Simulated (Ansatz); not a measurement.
## H2Ge–GeH2, triplet: vertical spin and charge gaps

Geometry (PBE0/def2-TZVP stationary point for this spin, not checked as a minimum):

```xyz
6

Ge    0.0192    0.0000    1.2276
Ge    0.0192    0.0000   -1.2276
H    -0.6906    1.2523    1.8004
H    -0.6906   -1.2523    1.8004
H    -0.6906    1.2523   -1.8004
H    -0.6906   -1.2523   -1.8004
```

Basis cc-pVDZ; Ansatz 0.2.0. Correlated methods freeze the noble-gas cores and the filled d shells of p-block atoms. R marks a restricted (for open shells ROHF) determinant, U an unrestricted one. No spin–orbit coupling is included, and no scalar relativity.

Gaps are energies of the second state less the first, at fixed atoms, for a selection of the levels run; each method lands on the state that its own search finds for that charge and spin.

Coupled cluster chose its determinant by a search with trial CCSD, here up to 0.10 eV above the lowest Hartree–Fock solution of its kind, and MP2 stands on that determinant too. For open shells CISD is restricted-active-space CI with the open shells as a complete middle space.

Removing an electron, to the doublet: 7.722 eV at UCCSDT(Q).

```json
{"level": "UMP2", "gap (eV)": "7.811", "error (meV)": "89"}
{"level": "UCCSD", "gap (eV)": "7.793", "error (meV)": "71"}
{"level": "UCCSD(T)", "gap (eV)": "7.741", "error (meV)": "19"}
{"level": "BCCD(T)", "gap (eV)": "7.737", "error (meV)": "15"}
{"level": "BLYP", "gap (eV)": "7.484", "error (meV)": "-238"}
{"level": "r2SCAN", "gap (eV)": "7.951", "error (meV)": "229"}
{"level": "PBE0", "gap (eV)": "7.904", "error (meV)": "182"}
{"level": "wB97M-V", "gap (eV)": "7.969", "error (meV)": "247"}
{"level": "B2PLYP", "gap (eV)": "7.785", "error (meV)": "63"}
{"level": "RPA-PBE", "gap (eV)": "7.689", "error (meV)": "-33"}
```

Removing an electron, to the quartet: 10.294 eV at UCCSDT(Q).

```
   level  gap (eV)  error (meV)
    UMP2    10.315           21
    CISD    10.217          -77
   UCCSD    10.293           -1
UCCSD(T)    10.299            5
 BCCD(T)    10.307           13
  UCCSDT    10.292           -2
     PBE    10.288           -6
  r2SCAN    10.422          128
 wB97M-V    10.442          148
  B2PLYP    10.406          112
```

In so small a basis the reference is far from its limit while semilocal and hybrid functionals are nearer theirs (RPA and double hybrids share part of the reference's basis error), so the functionals' errors here hold much of the reference's basis and frozen-core error, which can add to them or hide them.

Full CI isn't at hand for all of this; UCCSDT(Q) serves as the reference, and is uncertain by the last step of the cluster series or more. The frozen core follows each run's orbitals, which can shift R against U totals by a few meV for light atoms and by up to 0.1 eV past Ca.
